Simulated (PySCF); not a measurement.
# Mayer bond orders and bond lengths

Species: BH₇N₂.
SMILES with atom numbers: `[NH2:1][BH2-:2][NH3+:3]` (hydrogens: H4, H5 on N1; H6, H7 on B2; H8, H9, H10 on N3)

Geometry (PBE0-D3(BJ)/def2-SVP, Å), atoms numbered from 1 in this order:
```
atom  x, y, z in Å
N1    -1.332   -0.396   -0.013
B2    -0.181    0.504   -0.303
N3     1.170   -0.273    0.340
H4    -1.802   -0.781   -0.824
H5    -2.038   -0.018    0.608
H6     0.123    0.617   -1.491
H7    -0.176    1.579    0.301
H8     1.269   -1.190   -0.097
H9     1.025   -0.429    1.338
H10    2.035    0.253    0.207
```

Bond orders from the PBE0/pcSseg-1 density (PySCF). Geometry: PBE0-D3(BJ)/def2-SVP, one conformer, isolated molecule.

Problem. Where do the orders between heavy atoms depart from those drawn in the SMILES?

Solution. The largest departure is 0.475, at B2–N3 (drawn single, 0.525). Drawn single, order below 0.88: B2–N3 (0.525). The SMILES, with its formal charges, is one Lewis structure only.

Problem. Give the Mayer order of every bond between heavy atoms, beside its length.

Solution. 
```tsv
bond	drawn as	length (Å)	Mayer order
N1–B2	single	1.490	1.055
B2–N3	single	1.686	0.525
```

By pair of heavy elements: B–N: lowest B2–N3 (0.525, 1.686 Å), highest N1–B2 (1.055, 1.490 Å).

Problem. And the bonds to hydrogen?

Solution. H–N: 0.94 to 0.96 (5 bonds); B–H: 0.98 (2 bonds).

Problem. Sum the orders of all bonds at each heavy atom with more than one neighbour and set the sums beside the valence in the SMILES.

Solution. N1 2.983 (drawn 3), B2 3.542 (drawn 4), N3 3.359 (drawn 4). Orders between atoms that aren't bonded are not in these sums.

Mayer orders depend on the basis set.

The run behind these numbers computed NMR shieldings as well. On x86-64 server, one thread (shared host), this took 5.4 s wall, 3.9 s CPU.
